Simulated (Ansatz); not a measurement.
# AlClFH: the cost of one run

All numbers below are computed with Ansatz 0.2.0 (RKS PBE/def2-SVP).

### Step 1. The starting structure

Bond lengths: F1–Al2 1.849 Å, Al2–Cl3 2.241 Å, Al2–H4 1.656 Å. Angles: F1–Al2–Cl3 120.8°, F1–Al2–H4 117.8°, Cl3–Al2–H4 121.3°.

Coordinates:

```xyz
4

F     0.5602   -1.1262    1.3972
Al    0.1061    0.0430    0.0386
Cl   -1.7483   -0.2761   -1.1792
H     1.1375    1.2990   -0.2770
```

### Step 2. Preparing the start

Input file input.yaml:

```yaml
crystal:
  periodic: [false, false, false]
  atoms:
    - { symbol: F, position_ang: [0.5602, -1.1262, 1.3972] }
    - { symbol: Al, position_ang: [0.1061, 0.043, 0.0386] }
    - { symbol: Cl, position_ang: [-1.7483, -0.2761, -1.1792] }
    - { symbol: H, position_ang: [1.1375, 1.299, -0.277] }
basis:
  gaussian: { orbitals: def2-SVP }
hamiltonian:
  xc: pbe
relax:
  f_tol: 0.02
  max_steps: 40
scf:
  lower_state_search: "off"
```

Started as:

```
$ ansatz run input.yaml --threads 1 --pin off --max-ram 2048MiB --backend cpu --events-out ev --progress --plain --runs-dir out
```

**Question.** How long does this run take on 1 thread of Arm Neoverse N1, shared host, and how much memory does it need?

About 7.6 s, with a peak of 0.12 GiB.
